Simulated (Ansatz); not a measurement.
Frontier orbitals of `N=CF`.

The species carries charge 0 and has multiplicity 1. Geometry: relaxed with PBE0-D4/def2-TZVP. It is one conformer, not always the lowest. Basis def2-TZVPP, the Gaussian-basis code of Ansatz.

(1) Compute the vertical ionisation energy as the energy of the cation minus that of the neutral molecule, at each level. (An estimate is asked.)

Answers

(1) The calculation gave: 
| level | IE (eV) | difference from CCSD(T)/CBS(def2) |
| --- | --- | --- |
| PBE-D4/def2-TZVPP | 11.47 | -0.34 |
| r2SCAN-D4/def2-TZVPP | 11.43 | -0.38 |
| PBE0-D4/def2-TZVPP | 11.53 | -0.28 |
| B3LYP-D4/def2-TZVPP | 11.66 | -0.15 |
| ωB97X-V/def2-TZVPP | 11.63 | -0.17 |
| ωB97M-V/def2-TZVPP | 11.64 | -0.17 |
| B2PLYP/def2-TZVPP | 11.63 | -0.18 |
| HF/def2-TZVPP | 10.28 | -1.53 |
| MP2/def2-TZVPP | 11.88 | 0.08 |
| CCSD/def2-TZVPP | 11.55 | -0.25 |
| CCSD(T)/def2-TZVPP | 11.62 | -0.19 |
| HF/def2-QZVPP | 10.29 | -1.52 |
| MP2/def2-QZVPP | 12.00 | 0.19 |
| HF/CBS(def2) | 10.29 | -1.51 |
| MP2/CBS(def2) | 12.07 | 0.27 |
| CCSD/CBS(def2) | 11.74 | -0.06 |
| CCSD(T)/CBS(def2) | 11.81 | 0.00 |

B3LYP here is the variant with VWN-RPA as its local correlation; programs differ in this.
